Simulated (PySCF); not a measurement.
Compound: C3H6FN.
Z-matrix (Å and degrees, GFN2-xTB geometry), rows numbered from 1:
```
N 
C   1  1.4524
C   2  1.4968  1  112.15
C   3  1.3177  2  123.89  1    -7.85
F   4  1.3464  3  121.52  2   179.72
H   1  1.0146  2  110.20  3   -64.84
H   1  1.0137  2  110.19  3   176.29
H   2  1.1058  1  113.44  3   122.61
H   2  1.0964  1  107.68  3  -119.25
H   3  1.0801  2  116.09  1   172.33
H   4  1.0781  3  126.09  2    -0.83
```

Computed with PBE0/def2-SVPD in PySCF (dipole) on a GFN2-xTB geometry, gas phase.

Masses are those of the commonest isotopes; rigid-rotor values at the optimised geometry. The values belong to one conformer with, in the numbering `[NH2:1][CH2:2]/[CH:3]=[CH:4]/[F:5]`, H–N1–C2–C3 -65° and 176°, N1–C2–C3–C4 -8°.

(1) Give the principal moments of inertia and the rotational constants in MHz.

(2) Classify the top.

(3) Is it planar, by Δ = Ic − Ia − Ib?

(4) Give the coordinates in the principal-axis frame, origin at the centre of mass.

(5) List the rotational levels J(Ka,Kc) to J = 2 (MHz).

(6) Which lines would a microwave search look for?

Answers

(1) Ia = 32.65, Ib = 197.08, Ic = 224.76 u·Å²; 505379 MHz·u·Å²/I gives A = 15478, B = 2564, C = 2248 MHz.

(2) A near-prolate asymmetric top; Ray's κ = -0.952.

(3) Not planar: Δ = Ic − Ia − Ib = -4.96 u·Å². For a rigid frame Δ = −2 Σ m c², so Σ m c² = 2.48 u·Å² lies off the ab plane: 2.41 from hydrogen and 0.07 from heavier atoms. The atom farthest from that plane is 0.96 Å away.

(4) The sense of each axis is arbitrary; atoms in the order of the calculation.
| atom | mass (u) | a (Å) | b (Å) | c (Å) |
| --- | --- | --- | --- | --- |
| N1 | 14.003 | -1.918 | 0.751 | -0.017 |
| C2 | 12.000 | -1.464 | -0.628 | -0.027 |
| C3 | 12.000 | 0.028 | -0.732 | 0.036 |
| C4 | 12.000 | 0.841 | 0.302 | -0.056 |
| F5 | 18.998 | 2.177 | 0.154 | 0.013 |
| H6 | 1.008 | -1.681 | 1.192 | 0.866 |
| H7 | 1.008 | -2.926 | 0.788 | -0.122 |
| H8 | 1.008 | -1.882 | -1.235 | 0.798 |
| H9 | 1.008 | -1.804 | -1.084 | -0.964 |
| H10 | 1.008 | 0.431 | -1.726 | 0.162 |
| H11 | 1.008 | 0.548 | 1.329 | -0.197 |

(5) Above 0(0,0):
J = 1: 1(0,1) 4813, 1(1,1) 17726, 1(1,0) 18042
J = 2: 2(0,2) 14433, 2(1,2) 27036, 2(1,1) 27984, 2(2,1) 66723, 2(2,0) 66729
The levels of one J sum to (2J + 1)J(J + 1)(A + B + C)/3.

(6) The dipole components are |μa| = 2.51 D, |μb| = 0.45 D, |μc| = 0.81 D. Intensities carry the squares of the components, which stand as 1.00 : 0.03 : 0.10 (a : b : c). Some lines, for components of 0.1 D or more:

```json
{"type": "a", "branch": "Q", "J(Ka,Kc)": "1(1,0) ← 1(1,1)", "MHz": "316", "lower level (cm⁻¹)": "0.591"}
{"type": "a", "branch": "Q", "J(Ka,Kc)": "2(1,1) ← 2(1,2)", "MHz": "948", "lower level (cm⁻¹)": "0.902"}
{"type": "a", "branch": "R", "J(Ka,Kc)": "1(0,1) ← 0(0,0)", "MHz": "4813", "lower level (cm⁻¹)": "0.000"}
{"type": "a", "branch": "R", "J(Ka,Kc)": "2(1,2) ← 1(1,1)", "MHz": "9310", "lower level (cm⁻¹)": "0.591"}
{"type": "c", "branch": "Q", "J(Ka,Kc)": "3(1,3) ← 3(0,3)", "MHz": "12149", "lower level (cm⁻¹)": "0.962"}
{"type": "a", "branch": "R", "J(Ka,Kc)": "3(0,3) ← 2(0,2)", "MHz": "14416", "lower level (cm⁻¹)": "0.481"}
{"type": "a", "branch": "R", "J(Ka,Kc)": "3(1,2) ← 2(1,1)", "MHz": "14909", "lower level (cm⁻¹)": "0.933"}
{"type": "c", "branch": "R", "J(Ka,Kc)": "3(1,2) ← 2(0,2)", "MHz": "28459", "lower level (cm⁻¹)": "0.481"}
{"type": "b", "branch": "Q", "J(Ka,Kc)": "2(2,0) ← 2(1,1)", "MHz": "38745", "lower level (cm⁻¹)": "0.933"}
{"type": "b", "branch": "Q", "J(Ka,Kc)": "3(2,2) ← 3(1,3)", "MHz": "40165", "lower level (cm⁻¹)": "1.368"}
{"type": "c", "branch": "R", "J(Ka,Kc)": "2(2,0) ← 1(1,0)", "MHz": "48687", "lower level (cm⁻¹)": "0.602"}
{"type": "b", "branch": "R", "J(Ka,Kc)": "2(2,0) ← 1(1,1)", "MHz": "49003", "lower level (cm⁻¹)": "0.591"}
{"type": "c", "branch": "R", "J(Ka,Kc)": "3(2,1) ← 2(1,1)", "MHz": "53207", "lower level (cm⁻¹)": "0.933"}
{"type": "b", "branch": "R", "J(Ka,Kc)": "3(2,1) ← 2(1,2)", "MHz": "54154", "lower level (cm⁻¹)": "0.902"}
{"type": "b", "branch": "Q", "J(Ka,Kc)": "3(3,0) ← 3(2,1)", "MHz": "65331", "lower level (cm⁻¹)": "2.708"}
{"type": "b", "branch": "R", "J(Ka,Kc)": "3(3,1) ← 2(2,0)", "MHz": "79792", "lower level (cm⁻¹)": "2.226"}
{"type": "c", "branch": "R", "J(Ka,Kc)": "3(3,0) ← 2(2,0)", "MHz": "79792", "lower level (cm⁻¹)": "2.226"}
```

Stationary, but not proved a minimum. No vibrational averaging or centrifugal distortion is included, and the geometry carries the error of its method. A rigid rotor knows nothing of inversion at nitrogen, which can split or shift real lines. Quadrupole hyperfine structure (14N) is left out.
